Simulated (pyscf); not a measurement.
Four-centre exchange: `[BH]=[NH]` + `[SiH4]` → `[NH]=[B][SiH3]` + `[H][H]`

Gas phase, singlet surface, charge 0. Bonds broken: B1–H3, Si5–H6. Bonds formed: B1–Si5, H3–H6. Structures and frequencies: ωB97X-D3(BJ)/def2-SVP in PySCF.

Transition state (Å):

```xyz
9

B     -1.5058    -0.0311     0.2455
N     -2.5890    -0.4642     0.6839
H     -0.3738     0.9277     0.4379
H     -3.4578    -0.8061     1.0427
Si     0.2079     0.1495    -1.0978
H      0.5717     1.3110     0.0616
H      0.7042    -0.4938    -2.3817
H     -0.6063     1.2676    -1.6744
H      0.8456    -0.7636    -0.0953
```

One imaginary mode, 1392i cm⁻¹; descent along it reached the two sides named.

```json
[
 {"bond": "B1–H3", "change": "breaks", "reactant side (Å)": "1.184", "saddle": "1.496", "product side": "3.0"},
 {"bond": "Si5–H6", "change": "breaks", "reactant side (Å)": "1.490", "saddle": "1.681", "product side": "3.4"},
 {"bond": "B1–Si5", "change": "forms", "reactant side (Å)": "3.7", "saddle": "2.185", "product side": "1.988"},
 {"bond": "H3–H6", "change": "forms", "reactant side (Å)": "3.4", "saddle": "1.087", "product side": "0.761"}
]
```

Electronic energies relative to the separated reactants (kJ/mol):

```json
[
 {"level": "ωB97X-D3(BJ)/def2-TZVP", "barrier": "310.0", "reaction energy": "+7.9", "reverse barrier": "302.1"},
 {"level": "PBE/def2-TZVP", "barrier": "259.2", "reaction energy": "+7.5", "reverse barrier": "251.7"},
 {"level": "r²SCAN/def2-TZVP", "barrier": "277.6", "reaction energy": "+9.3", "reverse barrier": "268.3"},
 {"level": "B3LYP-D3(BJ)/def2-TZVP", "barrier": "307.7", "reaction energy": "+14.9", "reverse barrier": "292.8"},
 {"level": "PBE0-D3(BJ)/def2-TZVP", "barrier": "280.2", "reaction energy": "+9.8", "reverse barrier": "270.4"},
 {"level": "M06-2X/def2-TZVP", "barrier": "317.3", "reaction energy": "+14.8", "reverse barrier": "302.5"},
 {"level": "ωB97M-D3(BJ)/def2-TZVP", "barrier": "311.8", "reaction energy": "+19.3", "reverse barrier": "292.6"},
 {"level": "HF/def2-TZVP", "barrier": "434.9", "reaction energy": "+38.7", "reverse barrier": "396.1"}
]
```

With ωB97M-D3(BJ)/def2-TZVP energies and thermal terms (ideal gas, 1 atm, RRHO with modes under 100 cm⁻¹ raised to 100, one conformer, R ln 2 for chiral ones without a mode under 150 cm⁻¹), in kJ/mol:

| T (K) | ΔH‡ | ΔG‡ | ΔH | ΔG |
|---|---|---|---|---|
| 298 | 307.6 | 344.1 | +11.9 | +14.8 |
| 600 | 307.2 | 381.4 | +16.5 | +15.8 |
| 900 | 308.6 | 418.2 | +19.1 | +14.8 |
| 1200 | 310.6 | 454.5 | +20.4 | +13.2 |

The same reactants have a lower exit, to H₂B–NH–SiH₃ (barrier +69.6 kJ/mol at ωB97M-D3(BJ)/def2-TZVP, against +311.8 kJ/mol here). HN=B–SiH₃ lies 75.4 kJ/mol over its isomer HB=N–SiH₃ (electronic energy, ωB97M-D3(BJ)/def2-TZVP). This is the saddle that the search found; another between the same sides may lie lower.
